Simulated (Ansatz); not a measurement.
Ansatz (an electronic-structure program) input (B3LYP-D3(BJ)/def2-TZVP):

Ansatz 0.2 input:
```yaml
crystal:
  periodic: [false, false, false]
  atoms:
    - {symbol: N, position_ang: [0.03727255, 0.96647591, -0.00136178]}
    - {symbol: N, position_ang: [0.00844265, -0.51060153, -0.10596895]}
    - {symbol: H, position_ang: [-0.90916026, 1.23096220, -0.36808795]}
    - {symbol: H, position_ang: [-0.13553668, -0.91120530, 0.85075240]}
    - {symbol: H, position_ang: [0.97275885, -0.77807833, -0.34259006]}
basis:
  gaussian:
    orbitals: def2-TZVP
hamiltonian:
  xc: b3lyp
  dispersion: d3bj
total_charge: -1
relax: {f_tol: 0.002, max_steps: 150}
```

End of the output:

```
relax step   6: F+E_penalty+E_count = -3027.42325900 eV  Δ(F+E_penalty+E_count) = -3.225e-7 eV  max|allowed force component| = 1.476e-4 eV/Å  Δτ_max = 0.0002 Å  (30 SCF iters, accepted)
integrals: 0.01 GiB planned
442 factors; their error is unknown
mean field: 0.16 GiB planned
mean field evaluation 64: about -3027.3521 eV, gradient 2.9e-2 eV
mean field -3027.35210759 eV, -111.2531379408 hartree, gradient 2.1e-5 eV, S^2 0.000000; 1 other end points of the search recorded, 0 dependent functions left out
the calculation of the forces begins
reference -3027.35230969 eV, -111.2531453682 hartree; 9, 9 occupied and 71, 71 virtual orbitals, 442 factors
Total energy: -3027.42346111 eV, -111.2557601343 hartree
Atom 0 at    -0.031266     0.976776     0.111783 Å, force    -0.000118    -0.000002    -0.000039 eV/Å
Atom 1 at    -0.019720    -0.512190    -0.070506 Å, force    -0.000035    -0.000035     0.000148 eV/Å
Atom 2 at    -0.834739     1.232846    -0.480404 Å, force     0.000056     0.000142    -0.000062 eV/Å
Atom 3 at    -0.059513    -0.930703     0.864560 Å, force     0.000045    -0.000106     0.000026 eV/Å
Atom 4 at     0.919016    -0.769177    -0.392689 Å, force     0.000051     0.000002    -0.000073 eV/Å
Dipole moment:     0.068954    -0.567991    -0.019241 e Å
```

It need not be the lowest isomer of its formula. Whether it binds its extra electron was not tested at this geometry.
